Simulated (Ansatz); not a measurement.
# GaH4⁺, quintet: reading a ladder of total energies

Geometry: that of the GaH4⁺, triplet, kept fixed. The triplet lies 7.4 eV lower here.

```json
{"atom": "Ga", "x (Å)": "0.0000", "y (Å)": "0.0000", "z (Å)": "0.0000"}
{"atom": "H", "x (Å)": "0.6525", "y (Å)": "0.6641", "z (Å)": "1.3539"}
{"atom": "H", "x (Å)": "-0.6625", "y (Å)": "-0.6541", "z (Å)": "1.3539"}
{"atom": "H", "x (Å)": "-0.6541", "y (Å)": "0.6525", "z (Å)": "-1.3587"}
{"atom": "H", "x (Å)": "0.6641", "y (Å)": "-0.6625", "z (Å)": "-1.3490"}
```

Basis cc-pVTZ; Ansatz 0.2.0. Correlated methods freeze the noble-gas cores and the filled d shells of p-block atoms, which leaves 6 electrons in 85 orbitals. Prefix R: restricted or restricted open-shell reference; prefix U: unrestricted. No spin–orbit coupling is included, and no scalar relativity.

Full CI isn't at hand for all of this; UCCSDT(Q) serves as the reference, and is uncertain by about the last step of the cluster series.

The cluster runs stand on a determinant 0.05 eV above the lowest UHF solution, chosen by trial CCSD; the correlation energy below is counted from it.

Runs differ by some tens of microhartree through their thresholds and, for an open shell, their frozen cores, so steps under 0.03 kcal/mol mean nothing.

```
                                 level  total energy (hartree)
UHF determinant under the cluster runs            -1924.879436
                                  UMP2            -1924.942903
                                 UCCSD            -1924.965079
                              UCCSD(T)            -1924.968363
                                UCCSDT            -1924.969279
                             UCCSDT(Q)            -1924.969399
```

What is the correlation energy at UCCSDT(Q), and what share of it do UMP2 and UCCSD recover?

E(corr) = -1924.969399 − (-1924.879436) = -0.089963 hartree = -2.448 eV. UMP2: -0.063467 / -0.089963 = 70.55 %. UCCSD: -0.085643 / -0.089963 = 95.20 %.

By how many kcal/mol does UCCSD(T) miss UCCSDT(Q) (1 hartree = 627.509 kcal/mol), and which steps make up the rest?

-1924.968363 − (-1924.969399) = 0.001036 hartree = 0.65 kcal/mol. Steps: UCCSDT − UCCSD(T) = -0.57, UCCSDT(Q) − UCCSDT = -0.08 kcal/mol. That is within 1 kcal/mol of the reference in this basis, which itself misses far more of the correlation at the basis-set limit.
